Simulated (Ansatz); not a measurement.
Species: H2O, SMILES `O` (charge 0, multiplicity 1), formula H$_{2}$O.

Task: How many basis functions does frozen-core CCSD(T)/cc-pVTZ // PBE-D3(BJ)/def2-SVP run with Ansatz (a quantum-chemistry and plane-wave program) use, how many core orbitals are frozen, and how many electrons are correlated?

Result: 58 basis functions and 1 frozen orbitals, which leaves 8 correlated electrons. Core time is of the order of seconds.
